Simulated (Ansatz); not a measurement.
Reaction (atomization): `[NH][SiH2]Cl`• → Cl• + 3 H• + N• + Si•

Gas-phase electronic energies from Ansatz, PBE0-D4/def2-TZVP geometries. CBS: MP2 limit from def2 TZ/QZ plus the TZ coupled-cluster correction, frozen cores. This one scheme is used for every species, atoms too. Functionals use def2-TZVPP. Open shells (•) are unrestricted, without spin–orbit coupling. Spin–orbit coupling would lower the free atoms: a little for Cl, Si. Each species was taken in one conformer, which may not be the lowest.

Question: What is ΔE at CCSD(T)/CBS? (Estimate.)

Answer: Computed: +417.7 kcal/mol.

Question: What do these levels give: B97M-V, CAM-B3LYP, LC-ωPBE, MP2/def2-TZVPP, MP2/def2-QZVPP, CCSD/CBS(def2)? (Best estimate.)

Answer: Ansatz gave: B97M-V 423.1, CAM-B3LYP 418.2, LC-ωPBE 413.7, MP2/def2-TZVPP 404.5, MP2/def2-QZVPP 413.8, CCSD/CBS(def2) 411.9 kcal/mol.

Question: What do rigid-rotor, harmonic-oscillator terms from PBE0-D4/def2-TZVP frequencies (298.15 K, 1 bar) make of the CCSD(T)/CBS value? (An estimate is asked.)

Answer: The calculation gave: ΔZPE = -19.3 kcal/mol, ΔH = +403.8 kcal/mol, ΔS = 537 J/(mol·K), ΔG = +365.5 kcal/mol. Open shells count their whole term as degenerate.

Largest T1 diagnostic among the species: 0.013.

At CCSD(T), def2-SVP lies −42.6 kcal/mol from the extrapolated value and def2-TZVPP −15.4 kcal/mol: correlation converges slowly with the basis, and small sets miss more of it in the bonded molecule than in its fragments. Leaving LDA and LC-ωPBE aside and taking each functional with its dispersion term where it has one, the values, not all of them listed here, spread over 13.6 kcal/mol, from BHLYP-D4 to B97M-V. LDA lies +52.5 kcal/mol from PBE without D4, its usual overbinding.

For atomizations the MP2-based limit and the directly extrapolated one differ by several kJ/mol either way, and by 10 to 25 for some Ge, Se and Sn compounds, so smaller differences from it don't rank the levels.
